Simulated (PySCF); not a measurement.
**Magnetisability: `[AlH4-]`, [AlH$_{4}$]-, charge -1**

Molfile (atoms numbered from 1):
```
AlH4
     RDKit          3D

  5  4  0  0  0  0  0  0  0  0999 V2000
   -0.0063   -0.0017   -0.0007 Al  0  0  0  0  0  4  0  0  0  0  0  0
    0.6147    1.1915   -0.9576 H   0  0  0  0  0  0  0  0  0  0  0  0
   -1.0974    0.6494    1.0532 H   0  0  0  0  0  0  0  0  0  0  0  0
    1.2155   -0.7196    0.8458 H   0  0  0  0  0  0  0  0  0  0  0  0
   -0.7582   -1.1285   -0.9440 H   0  0  0  0  0  0  0  0  0  0  0  0
  1  2  1  0
  1  3  1  0
  1  4  1  0
  1  5  1  0
M  CHG  1   1  -1
M  END
```

Level of theory: GIAO B3LYP/6-31G magnetisability, rotational g tensor and spin-rotation constants, non-relativistic, gas phase (PySCF 2.14.0). Geometry: PBE0-D3(BJ)/def2-SVP.

For an ion the centre-of-mass motion in the field is neglected.

Q: What are the magnetisability and the molar susceptibility?

A: Isotropic -512 × 10⁻³⁰ J/T², or -30.8 × 10⁻⁶ cm³/mol; principal values -512, -512, -512 × 10⁻³⁰ J/T², anisotropy 0 × 10⁻³⁰ J/T² (root of half the summed squared differences of the principal values). The susceptibility is in cgs units.

Q: Split it along the inertial axes a, b, c into diamagnetic and paramagnetic parts about the centre of mass, with the quadrupole moment.

A: 
| axis | χ (10⁻⁶ cm³/mol) | diamagnetic (10⁻⁶ cm³/mol) | paramagnetic (10⁻⁶ cm³/mol) | summed x² of all electrons (Å²) | quadrupole Θ (D Å) |
| --- | --- | --- | --- | --- | --- |
| a | -30.8 | -74.9 | 44.1 | 8.8 | 0.00 |
| b | -30.8 | -74.9 | 44.1 | 8.8 | 0.00 |
| c | -30.8 | -74.9 | 44.1 | 8.8 | 0.00 |

Anisotropies 2χaa − χbb − χcc = 0.0 and 2χbb − χaa − χcc = 0.0 × 10⁻⁶ cm³/mol. Θ is traceless in Buckingham's convention.

Q: And the rotational g tensor?

A: 
| axis | rotational constant (GHz) | g | nuclear part | electronic part |
| --- | --- | --- | --- | --- |
| a | 69.0249 | -0.4312 | 0.9997 | -1.4309 |
| b | 69.0027 | -0.4311 | 0.9994 | -1.4304 |
| c | 69.0002 | -0.4311 | 0.9993 | -1.4304 |

Spherical top; isotopes 27Al, 1H; no vibrational averaging.
